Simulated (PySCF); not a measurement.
Compound: thionylimide, HNOS.
Atom-mapped SMILES: `[NH:1]=[S:2]=[O:3]` (hydrogens: H4 on N1)

Computed with PySCF at wB97X-D/pcSseg-2, non-relativistic, on one gas-phase PBE0-D3(BJ)/def2-TZVP geometry that isn't relaxed in the solvent. The solvent is an IEF-PCM continuum (cavity from Bondi-type radii × 1.2). Only the electrostatic response of the medium enters.

Gas phase at wB97X-D/pcSseg-2: HOMO -10.92 eV, LUMO -0.92 eV, dipole 0.87 D.

Problem. What does the continuum do to the energy, the frontier levels and the dipole at wB97X-D/pcSseg-2 in chloroform?

Solution. 
```tsv
solvent	ε	E(solvent) − E(gas) (kcal/mol)	polarisation term (kcal/mol)	distortion of the solute (kcal/mol)	HOMO (eV)	LUMO (eV)	dipole (D)
chloroform	4.711	-4.09	-4.46	0.37	-10.84	-0.75	1.11
```

The polarisation term is half the interaction of the solute with the surface charges that it induces; the rest is the cost of distorting the solute's density. The sum is the electrostatic part of solvation alone.

Hardware: Intel Xeon Platinum 8375C at 2.90 GHz, one thread, on a shared host. Cost: 4.7 s, 0.46 GiB resident at most. This is the whole shielding run at wB97X-D/pcSseg-2 in chloroform, SCF included.

The pairwise dispersion term of wB97X-D wasn't added to the energies; at a given geometry it leaves orbitals and properties as they are.
